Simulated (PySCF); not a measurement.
**Reproducing measurements on 1-propanol**

**The experiment to reproduce.**

From NIST CCCBDB Release 22 (SRD 101), experimental polarizabilities, for the gas: mean polarisability 6.67 Å³.

How close the calculation comes is told at the end.

Species: 1-propanol, C3H8O.
Numbering: `[CH3:1][CH2:2][CH2:3][OH:4]` (hydrogens: H5, H6, H7 on C1; H8, H9 on C2; H10, H11 on C3; H12 on O4)

Geometry (GFN2-xTB, Å), atoms numbered from 1 in this order:
```
atom  x, y, z in Å
C1    -1.523    0.009    0.098
C2    -0.146    0.097   -0.545
C3     0.963   -0.242    0.452
O4     2.248   -0.196   -0.121
H5    -1.707   -0.997    0.468
H6    -1.599    0.702    0.935
H7    -2.296    0.258   -0.625
H8    -0.083   -0.592   -1.389
H9     0.016    1.110   -0.927
H10    0.903    0.438    1.316
H11    0.843   -1.266    0.814
H12    2.383    0.679   -0.503
```

The PySCF runs (gas phase, on this GFN2-xTB geometry; no spin–orbit coupling):

```tsv
level	job	basis functions	wall time
B3LYP/def2-SVPD	8 singlets by full TDDFT, 3 Tamm–Dancoff triplets, polarisability	147	11 s
```

Hardware: one thread, Arm Neoverse V1, shared host.

Results beside the measurements:

**Mean polarisability.** Measured: 6.67 Å³ (NIST CCCBDB Release 22 (SRD 101), experimental polarizabilities).

```tsv
level	computed (Å³)	computed − measured (Å³)	% (from the printed values)
B3LYP/def2-SVPD	6.63	-0.04	-1
```

The computed values are static and purely electronic, with core orbitals frozen in the response (1 au = 0.148185 Å³). The table of measured values doesn't say here whether a value is static or optical, or holds a vibrational part. The measurement averages over conformers, the calculation has one.

The geometry is computed, not the measured one. Where a level misses, the cause wasn't examined.
